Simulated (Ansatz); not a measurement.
Two shapes of singlet C2H3N.

Shape 1:

```xyz
6

C     0.0000    0.0000   -1.1748
C     0.0000    0.0000    0.2783
N     0.0000    0.0000    1.4351
H     0.0000   -1.0314   -1.5557
H    -0.8932    0.5157   -1.5557
H     0.8932    0.5157   -1.5557
```

Shape 2:

```xyz
6

C     0.0000    0.0000   -1.0808
C     0.0000    0.0000    0.2560
N     0.0000    0.0000    1.3203
H     0.0000   -0.9489   -1.4312
H    -0.8218    0.4744   -1.4312
H     0.8218    0.4744   -1.4312
```

Basis set: 6-31G* (spherical functions). Correlated methods keep 3 orbitals frozen. Charge 0, multiplicity 1.

Computed with Ansatz (development build ahead of 0.2.0); each method stands on the lowest determinant of its kind that the runs found.

Task: Which shape is lower in energy, and by how much in each method?

Result:

```json
{"method": "RHF", "E(2) − E(1) (eV)": "1.109"}
{"method": "RHF-MP2", "E(2) − E(1) (eV)": "1.672"}
```

Shape 1 is lower. Caution: no unrestricted run beside it, a lower state can exist.
